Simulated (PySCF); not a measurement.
Gas-phase reaction: 2 C2H6 → C2H4 + 2 CH4

Computed with PySCF and rigid-rotor harmonic-oscillator thermochemistry at 1 bar. Table values come from the NASA 1993 polynomials. † marks an energy on the PBE0/def2-TZVP geometry and frequencies; other levels use their own. MP2 freezes the core. 6-31G* has spherical d functions here. All species are closed-shell singlets. B3LYP is the form with VWN-RPA correlation. MP2 isn't extrapolated to the basis-set limit; its ΔH°(298 K) is 92.2 kJ in def2-SVP and 81.1 kJ in def2-TZVPP. The harmonic model lacks anharmonicity and excited electronic states, which grow with temperature; levels with a mode under 35 cm⁻¹ are left out. Internal rotation in C2H6 is treated as a harmonic vibration of one conformer, which makes the entropy rough.

```json
[
 {"level": "table", "ΔH°(298 K), kJ": "71.0", "minus table": "-", "ΔG°(800 K), kJ": "-36.7"},
 {"level": "B3LYP/6-31G*", "ΔH°(298 K), kJ": "81.1", "minus table": "10.1", "ΔG°(800 K), kJ": "-29.1"},
 {"level": "HF/def2-TZVP†", "ΔH°(298 K), kJ": "58.7", "minus table": "-12.3", "ΔG°(800 K), kJ": "-51.1"},
 {"level": "MP2/def2-TZVPP†", "ΔH°(298 K), kJ": "81.1", "minus table": "10.1", "ΔG°(800 K), kJ": "-28.8"},
 {"level": "PBE/def2-SVP", "ΔH°(298 K), kJ": "93.6", "minus table": "22.6", "ΔG°(800 K), kJ": "-16.6"},
 {"level": "PBE/def2-TZVP†", "ΔH°(298 K), kJ": "77.2", "minus table": "6.2", "ΔG°(800 K), kJ": "-32.6"},
 {"level": "PBE0/def2-QZVP†", "ΔH°(298 K), kJ": "87.8", "minus table": "16.8", "ΔG°(800 K), kJ": "-22.1"},
 {"level": "PBE0/def2-TZVP", "ΔH°(298 K), kJ": "89.0", "minus table": "18.0", "ΔG°(800 K), kJ": "-20.8"},
 {"level": "LDA/def2-TZVP†", "ΔH°(298 K), kJ": "115.5", "minus table": "44.5", "ΔG°(800 K), kJ": "5.6"},
 {"level": "ωB97M-V/def2-TZVP†", "ΔH°(298 K), kJ": "77.8", "minus table": "6.8", "ΔG°(800 K), kJ": "-32.1"}
]
```
